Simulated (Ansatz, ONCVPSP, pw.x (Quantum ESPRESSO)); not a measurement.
cerium: one change to the ONCV potential, in the atom and in the bcc crystal

ONCVPSP 4.0.1.1 (patched build) input, shortened (lines: element, Z, core and valence counts, functional; n l f; lmax; l rc ep ncon nbas qcut; lloc lpopt rc5 dvloc0; l nproj debl; icmod fcfact rcfact), LDA (Perdew-Wang 92), scalar-relativistic:

```
  Ce 58.00    9    5  -001012      upf
    1    0    2.00
    2    0    2.00
    2    1    6.00
    3    0    2.00
    3    1    6.00
    3    2   10.00
    4    0    2.00
    4    1    6.00
    4    2   10.00
    4    3    1.00
    5    0    2.00
    5    1    6.00
    5    2    1.00
    6    0    2.00
    3
    0    2.75    0.00    4    7    5.30
    1    2.70    0.00    3    6    4.40
    2    2.75    0.00    4    7    3.20
    3    1.65    0.00    3    8   11.60
    4    5    1.60    2.00
    0    2    3.30
    1    2    3.80
    2    2    0.70
    3    2    2.20
    3    3.25    1.20
```

Change: core correction Teter function, fcfact 3.25, rcfact 2.06.

Cutoffs, loose and tight: the cutoffs (Ha) at which the residual kinetic energy of the hardest occupied pseudo-wave falls to 1 and 0.1 mHa per electron. They do not see the model core or the augmentation charge, which bear on the density cutoff. Test errors are all-electron minus pseudo excitation energies from the reference, over the configurations 4f1 5s2 5p6 5d1 6s1; 4f1 5s2 5p6 5d1 6s0; 4f1 5s2 5p6 5d0 6s0; 4f0 5s2 5p6 5d1 6s2; variants that change the core or the reference have their own tests.

Crystal test: bcc Ce in pw.x 7.5, no spin, 13³ k-points, Fermi–Dirac smearing 0.01 Ry, cutoffs set for each file from its atomic test. The reference is all-electron LAPW (Ansatz 0.2.0) with the same functional, mesh and smearing; V0 and B0 come from Birch–Murnaghan fits to the pressures at five volumes. Errors are pseudo minus all-electron; Δ is the rms difference of the E(V) curves that follow from these fits, minima aligned, over ±6 % about the mean V0. Mesh and smearing are coarse, so the numbers serve the comparison and aren't converged zero-temperature values; the lattice is a test structure that the element need not adopt. Spin polarisation and strong correlation are left out, which matters for this element.

All-electron: a0 = 3.625 Å (V0 = 23.82 Å³/atom), B0 = 42.3 GPa.

**Question.** Does the change bring the crystal closer to the all-electron result?

**Answer.** The mean pressure error goes from -0.13 to +4.85 GPa, so the change moves the solid further from the all-electron pressures. At 80 % of its cutoff the pressure of the base moves by -1.13 GPa.

| quantity | base | changed |
| --- | --- | --- |
| outcome (atom) | generated | generated |
| cutoff, loose (atom) | 51 Ha | 51 Ha |
| cutoff, tight (atom) | 56 Ha | 56 Ha |
| bound ghosts (atom) | none | none |
| largest test error (meV) (atom) | +533 | +484 |
| cutoffs in pw.x (Ry) | 130/520 | 130/520 |
| a0 (Å) | 3.621 | – |
| a0 error (%) | -0.11 | – |
| B0 error (%) | -2.7 | – |
| Δ (meV/atom) | 0.8 | – |
| mean pressure error (GPa) | -0.13 | +4.85 |

A dash: not determined, or the minimum lies outside the volumes sampled.

Changed file: This is a poor potential for the solid.
